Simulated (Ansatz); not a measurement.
# C3H4FNO: single point in a Gaussian basis in Python

Wanted for C3H4FNO: a single point in a Gaussian basis. SMILES: O=CN/C=C/F.

Program: Ansatz 0.2.0, driven from Python. Level of theory: CAM-B3LYP/def2-SVP. These are calculated values, not measurements.

### 1 Starting point

Bond lengths: O1–C2 1.260 Å, C2–N3 1.431 Å, N3–C4 1.433 Å, C4–C5 1.330 Å, C5–F6 1.356 Å, C2–H7 1.082 Å, N3–H8 1.045 Å, C4–H9 1.083 Å, C5–H10 1.083 Å. Angles: O1–C2–N3 121.0°, O1–C2–H7 119.4°, N3–C2–H7 119.6°, C2–N3–C4 122.2°, C2–N3–H8 118.0°, C4–N3–H8 119.9°, N3–C4–C5 120.9°, N3–C4–H9 120.1°, C5–C4–H9 119.0°, C4–C5–F6 120.1°, C4–C5–H10 120.8°, F6–C5–H10 119.1°.

No structure file is read: the coordinates are typed or built in the script.

### 2 The code

File energy_c3h4fno.py:

```python
import ansatz
import numpy as np
import pandas as pd

GEOMETRY = """
O    -1.95220   -0.47910    1.44430
C    -1.86810    0.07520    0.31610
N    -0.60310    0.24110   -0.33110
C     0.62230   -0.20860    0.26140
C     1.78410   -0.04080   -0.36380
F     2.93350   -0.47230    0.21110
H    -2.76760    0.43040   -0.16900
H    -0.58860    0.70760   -1.26640
H     0.61220   -0.69260    1.23060
H     1.82740    0.43910   -1.33320
"""


def main() -> None:
    system = ansatz.Crystal.molecule()
    for line in GEOMETRY.strip().splitlines():
        symbol, *xyz = line.split()
        system = system.atom(symbol, [float(v) for v in xyz])

    model = (
        system.calculation()
        .basis(gaussian="def2-SVP")
        .functional("CAM-B3LYP")
        .forces()
    )
    done = model.run(threads=1, backend="cpu")
    summary = done.report

    print(f"E = {summary['free_energy_ev']:.6f} eV = {summary['free_energy_ev'] / 27.211386246:.7f} Ha")
    print("converged:", summary["converged"], " doubts:", summary["published_state_doubts"] or "none")

    state = summary["mean_field"]["state"]
    print(f"mean field: {state['energy']['hartree']:.7f} Ha, <S^2> = {abs(state['spin_squared']):.4f}, stability: {state.get('stability', {}).get('kind')}")

    symbols = [site.symbol for site in system.cartesian_sites]
    print("forces (eV/A)")
    for symbol, f in zip(symbols, summary["forces_ev_ang"]):
        print(f"  {symbol:2s} {f[0]:9.4f} {f[1]:9.4f} {f[2]:9.4f}")

    charges = summary["charge_distribution"]
    table = pd.DataFrame({"atom": symbols, "mulliken": charges["mulliken_charges_e"], "lowdin": charges["lowdin_charges_e"]})
    print(table.round(3).to_string())
    print("dipole (e A):", np.round(charges["dipole_moment_e_ang"], 4) + 0.0)


if __name__ == "__main__":
    main()
```

### 3 Launch

Started as:

```bash
python energy_c3h4fno.py
```

**Question.** What results will this script give? Wanted: total energy; largest force; dipole moment.

**Answer**, as computed:

```
     quantity          value
 total energy  -9418.0546 eV
largest force     5.213 eV/Å
dipole moment         4.20 D
```

Forces reach 5.21 eV/Å, so the atoms aren't at rest. Notes:
- The geometry is a force-field or estimated start, not a minimum of this method, and the basis set is short of its limit.
- The Löwdin charges here are taken after orthogonalising the functions within each atom; they differ from plain Löwdin charges, and their signs can be unphysical.
